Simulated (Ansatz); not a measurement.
# C₄H₉N: up Jacob's ladder to CCSD(T)

Aim: compute C₄H₉N with functionals from several rungs and with coupled cluster. The yardstick is the atomisation energy at the CCSD(T) limit.

Computed with Ansatz 0.2.0, Gaussian basis. Level: functionals in def2-TZVPP, the program's frozen cores in correlated methods.

Plan: PBE-D4, r2SCAN-D4, PBE0-D4, B3LYP-D4, ωB97X-V, ωB97M-V, B2PLYP; CCSD(T)/def2-TZVPP; MP2/def2-QZVPP; extrapolation to the limit.

## 1. The relaxed structure

The geometry comes from an earlier relaxation with PBE0-D4 in a triple-zeta def2 set; it is a stationary point, not always the lowest conformer.

SMILES `CN1CCC1`, 14 atoms, charge 0, spin multiplicity 1.

Atoms are counted from 1 here; the program's logs count them from 0.

Bond lengths: C1–N2 1.434 Å, C1–H6 1.106 Å, C1–H7 1.093 Å, C1–H8 1.093 Å, N2–C3 1.465 Å, N2–C5 1.465 Å, C3–C4 1.535 Å, C3–H9 1.103 Å, C3–H10 1.093 Å, C4–C5 1.535 Å, C4–H11 1.090 Å, C4–H12 1.088 Å, C5–H13 1.103 Å, C5–H14 1.093 Å. Angles: N2–C1–H6 112.7°, N2–C1–H7 110.0°, N2–C1–H8 110.0°, H6–C1–H7 108.1°, H6–C1–H8 108.1°, H7–C1–H8 107.7°, C1–N2–C3 118.5°, C1–N2–C5 118.5°, C3–N2–C5 90.4°, N2–C3–C4 88.7°, N2–C3–H9 112.5°, N2–C3–H10 115.3°, C4–C3–H9 111.5°, C4–C3–H10 118.8°, H9–C3–H10 108.9°, C3–C4–C5 85.2°, C3–C4–H11 112.4°, C3–C4–H12 117.6° and more.

Coordinates:

```xyz
14
C4H9N
C    -1.6348    0.5848   -0.3995
N    -0.6035   -0.1551    0.2674
C     0.3133   -0.9602   -0.5431
C     1.4464   -0.5767    0.4190
C     0.5285    0.5814    0.8347
H    -1.2413    1.2425   -1.1968
H    -2.3556   -0.1023   -0.8503
H    -2.1729    1.2073    0.3202
H     0.4737   -0.5338   -1.5474
H     0.0438   -2.0151   -0.6448
H     1.5788   -1.3077    1.2162
H     2.4122   -0.3238   -0.0147
H     0.7578    1.5014    0.2716
H     0.4406    0.8282    1.8964
```

## 2. PBE-D4 (GGA)

in.yaml reads:

```yaml
crystal:
  periodic: [false, false, false]
  atoms:
    - {symbol: C, position_ang: [-1.634791, 0.584838, -0.399513]}
    - {symbol: N, position_ang: [-0.603545, -0.155129, 0.267407]}
    - {symbol: C, position_ang: [0.313316, -0.960244, -0.543094]}
    - {symbol: C, position_ang: [1.446375, -0.576675, 0.418973]}
    - {symbol: C, position_ang: [0.528470, 0.581395, 0.834719]}
    - {symbol: H, position_ang: [-1.241251, 1.242520, -1.196831]}
    - {symbol: H, position_ang: [-2.355608, -0.102314, -0.850263]}
    - {symbol: H, position_ang: [-2.172856, 1.207287, 0.320191]}
    - {symbol: H, position_ang: [0.473715, -0.533785, -1.547400]}
    - {symbol: H, position_ang: [0.043810, -2.015098, -0.644778]}
    - {symbol: H, position_ang: [1.578832, -1.307676, 1.216210]}
    - {symbol: H, position_ang: [2.412162, -0.323848, -0.014727]}
    - {symbol: H, position_ang: [0.757754, 1.501446, 0.271552]}
    - {symbol: H, position_ang: [0.440619, 0.828182, 1.896353]}
basis:
  gaussian: {orbitals: def2-TZVPP}
hamiltonian: {xc: pbe, dispersion: d4}
output: {forces: true, orbitals: {seedname: orbitals}}
```

Command:

```
> ansatz run in.yaml --threads 4 --pin off --events-out ev --progress --plain --max-ram 10444MiB
```

Further steps of the session: r2SCAN-D4 (meta-GGA); PBE0-D4 (hybrid); B3LYP-D4 (hybrid); ωB97X-V (range-separated); ωB97M-V (range-separated); B2PLYP (double hybrid); CCSD(T) in def2-TZVPP; MP2 in def2-QZVPP.

Q: Predict the results of all the runs planned. Wanted: atomisation energy, CCSD(T)/CBS; farthest; mean size of error, hybrid; mean size of error, range-separated; gap, smallest and largest; T1 diagnostic; triples share of the correlation energy.

As calculated:

| quantity | value |
| --- | --- |
| atomisation energy, CCSD(T)/CBS | 1307.2 kcal/mol |
| functionals within 6.5 kcal/mol (0.5 %) | r2SCAN-D4, B3LYP-D4 |
| farthest | PBE-D4 (+34.5 kcal/mol) |
| mean size of error, hybrid | 9.4 kcal/mol |
| mean size of error, range-separated | 6.8 kcal/mol |
| gap, smallest and largest | 5.44 eV (PBE-D4), 11.86 eV (ωB97X-V) |
| T1 diagnostic | 0.0094 |
| triples share of the correlation energy | 4.0 % |

What this shows: PBE-D4 is off by +34.5 kcal/mol. Double hybrids carry the basis error of their MP2 part in triple zeta, and no dispersion term here, so their miss is partly the set-up's. The reference freezes the cores and leaves out relativity and excitations past (T), so misses under about 6.5 kcal/mol can't be ranked. Hartree-Fock recovers 73 % of the binding; the rest is correlation. The gap grows from 5.4 to 11.9 eV across the functionals, mostly with the share of exact exchange.
